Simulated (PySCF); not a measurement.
**BF: mean field, correlation and small terms against distance**

State: ¹Σ⁺, singlet, closed shell. RHF-based CCSD(T) in PySCF 2.14 with B aug-cc-pVTZ, F aug-cc-pVTZ and B aug-cc-pVQZ, F aug-cc-pVQZ (frozen core orbitals: 2; no relativity). Correlation energies are extrapolated as n⁻³ (n = 3, 4), Hartree–Fock as (n+1)·exp(−9√n). CV is the change on freezing 0 orbitals instead, in B cc-pwCVTZ, F cc-pwCVTZ. SR is the spin-free X2C energy in B cc-pVTZ-DK, F cc-pVTZ-DK less the non-relativistic one in B cc-pVTZ, F cc-pVTZ. All energies in eV from B + F.

```
 R (Å)  HF/CBS  CCSD corr.      (T)       CV      SR   total
1.1171  -5.341      -1.610  -0.1480  -0.0592  0.0040  -7.154
1.1679  -5.774      -1.661  -0.1584  -0.0466  0.0054  -7.635
1.2186  -5.957      -1.711  -0.1687  -0.0361  0.0063  -7.867
1.2694  -5.962      -1.760  -0.1789  -0.0272  0.0069  -7.921
1.3202  -5.841      -1.807  -0.1891  -0.0198  0.0072  -7.850
1.3837  -5.571      -1.863  -0.2019  -0.0121  0.0073  -7.641
1.4471  -5.221      -1.916  -0.2147  -0.0058  0.0073  -7.349
```

A fit to the total gives Re = 1.2630 Å, De = 7.922 eV, ωe = 1403.7 cm⁻¹, Be = 1.516 cm⁻¹ (masses 11.0093 and 18.9984 u).

Task: At R = 1.2694 Å the CCSD correlation energy is -0.341065 hartree in the smaller basis and -0.362921 in the larger. Extrapolate it.

Result: (4³·E4 − 3³·E3)/(4³ − 3³) = -0.37887 hartree; the larger basis holds 95.8 % of it.

The T1 diagnostic is 0.016. The open-shell atoms are computed with UHF. Spin–orbit coupling, excitations beyond (T) and corrections to the Born–Oppenheimer picture are left out.
